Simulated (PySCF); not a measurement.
# Structure elucidation problem

Molecular formula: C3H7N. Simulated spectra:

1H NMR (600 MHz, computed): δ 3.62 (m, 4H), 2.14 (m, 2H), 0.55 (br s, 1H).

13C{1H} NMR (computed): δ 52.6 (CH2, 2C), 24.5 (CH2).

[PySCF: shielding tensors at B97-2/pcSseg-2 (GIAO); geometry: PBE0-D3(BJ)/def2-TZVP; rapidly exchanging positions averaged; non-relativistic Hamiltonian; a single conformation; no solvent]

Scale: 1H (σ = 31.64 ppm) and 13C (σ = 185.38 ppm) against TMS (reference shieldings calculated alike).

Problem. Deduce the structure.

Solution. 
1. Rings plus π bonds: 1 (1 ring in the answer).
2. 2 carbon signals for 3 carbons: some carbons are equivalent by symmetry or fast rotation.
3. Carbon types of the structure: 3 × CH2, leaving 1 H on heteroatoms.
4. δC 52.6: sp3 CH2 bonded to N; pulled downfield by the heteroatom.
5. δC 24.5: sp3 CH2 in a ring; a saturated carbon with 2 carbon neighbours and no heteroatom attached.
6. δH 3.62: hydrogen on an sp3 CH2 bonded to N; its carbon carries N, an electronegative neighbour.
7. δH 2.14: hydrogen on an sp3 CH2 in a ring.
8. δH 0.55: hydrogen on an amine nitrogen; labile proton, position sensitive to the medium.

Structure: `C1CNC1`.

Exchangeable OH/NH protons stand at their gas-phase positions; hydrogen bonding in a real sample shifts them, mostly to higher δ. Shifts are as computed. Against solution values, carbons near 30 ppm lie about +3 ppm off and those near 130 ppm about +7 ppm. Of 1211 compounds with measured shifts, 218 miss one by over three times the rms of a fit or turn the order of signals round; such compounds aren't used in these exercises. Multiplicities follow the n + 1 count of equivalent neighbours, as no J values were calculated; m marks all less simple cases, F and P coupling included.
